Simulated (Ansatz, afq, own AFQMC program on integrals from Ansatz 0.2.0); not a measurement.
**Where AFQMC and coupled cluster stand for CH₃, doublet**

```xyz
4

C     0.5854   -1.0403    1.1730
H    -0.5018   -1.0722    1.1008
H     1.1809   -1.8730    0.7985
H     1.0769   -0.1762    1.6203
```

Basis def2-TZVP. Only valence electrons are correlated. Ansatz 0.2.0 and our own AFQMC program on the same integrals; the CISD trial comes from CCSD amplitudes, and released means the phaseless constraint is let go. ± is one standard error of the sampling.

Determinant: UHF, the one that the program's search chose, which needn't be the lowest solution. The geometry is a PBE0/def2-SVP stationary point of this or a neighbouring charge and spin state.

No full CI on the walks' own integrals is used here; CCSDT(Q) serves as the reference and is uncertain by about the last step of the cluster series.

The T1 diagnostic is 0.0088. The weight of the determinant in the CISD state is 0.936, the ⟨S²⟩ of the determinant is 0.762 and the size of the correlated space is 7 electrons in 48 orbitals.

Reference: CCSDT(Q), correlation energy -4.817 eV. The released energy is read at 1.50 1/Eh (meV from the phaseless value at times in 1/Eh: -3.0 ± 1.5 at 0.24, -1.9 ± 1.4 at 0.50, 0.2 ± 1.1 at 1.00, 0.0 ± 1.5 at 1.50).

| level | E − E(reference) (mEh) | share of correlation (%) |
| --- | --- | --- |
| HF | 177.01 | 0.00 |
| MP2 | 26.86 | 84.82 |
| CCSD | 4.97 | 97.19 |
| CCSD(T) | 0.60 | 99.66 |
| CCSDT | 0.10 | 99.94 |
| ph-AFQMC/HF | 0.24 ± 0.52 | 99.86 |
| ph-AFQMC/CISD | 0.01 ± 0.07 | 100.00 |
| released AFQMC | 0.01 ± 0.06 | 100.00 |

Released energies are given only where the last usable release times agree within the noise; a slower fall can still hide under it.
